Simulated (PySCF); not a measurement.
# Ionisation of methylene fluoride

Molecule: methylene fluoride, `FCF` (CH2F2). Optimised structure (Å), atoms numbered from 1:
```
F    -1.0812   -0.7287   -0.0716
C     0.0025    0.0634    0.0011
F     1.1102   -0.6881   -0.1203
H     0.0151    0.5657    0.9846
H    -0.0293    0.7923   -0.8281
```

Level of theory: ωB97X-D3(BJ)/ma-def2-TZVP single points in PySCF, grid level 2; every species was optimised with PBE0-D3(BJ)/def2-SVP. Zero-point and thermal terms (298.15 K, 1 bar) come from unscaled PBE0-D3(BJ)/def2-SVP harmonic frequencies, with soft modes damped to free rotors in the entropy.

Frontier levels of the parent: HOMO -12.49 eV, LUMO 1.23 eV.

Oxidation to the radical cation:
- Vertical ionisation energy (electronic): 13.09 eV
- Adiabatic ionisation energy (with zero-point energy): 12.51 eV
- Adiabatic, electronic part: 12.67 eV
- Vertical gap at the product's structure: 11.69 eV
- Inner reorganisation energy (four-point): 1404 meV
- Relaxation of product / of parent: 420 / 984 meV
- ⟨S²⟩ of the product: 0.754
- Largest spin populations: C2 0.21, H (on C2) 0.21, H (on C2) 0.21, F3 0.18
- Largest changes of atomic charge: F1 0.24, F3 0.24, H (on C2) 0.20, H (on C2) 0.20
- Distances that move most (Å): F1–C2 1.344 → 1.269; C2–F3 1.344 → 1.269; C2–H 1.104 → 1.179; C2–H 1.104 → 1.179
- Potential in dichloromethane: 9.56 V absolute, 4.86 V against Fc+/Fc computed at 4.70 V (solvation -12 → -294 kJ/mol)

Solvents are IEF-PCM continua (electrostatics only, gas-phase structures); absolute potentials refer to an electron at rest in vacuum. Fc+/Fc in dichloromethane, 4.70 V, is ωB97X-D3(BJ)/ma-def2-TZVP on PBE0-D3(BJ)/def2-SVP structures with GFN2-xTB thermal terms. Benchmark calculations put it near 5.0 V in acetonitrile and DMSO, so it is about 0.3 V low, and the value against it can read up to that much too high.

Measured values (NIST Chemistry WebBook, evaluated or the median of agreeing entries): adiabatic ionisation energy 12.71 eV (computed 12.51, difference -0.20).

Structures, frequencies and single points took 52 s of wall time on 1 thread of Arm Neoverse V1 (shared host), launched as `OMP_NUM_THREADS=1 python redox_run.py task.json out`.
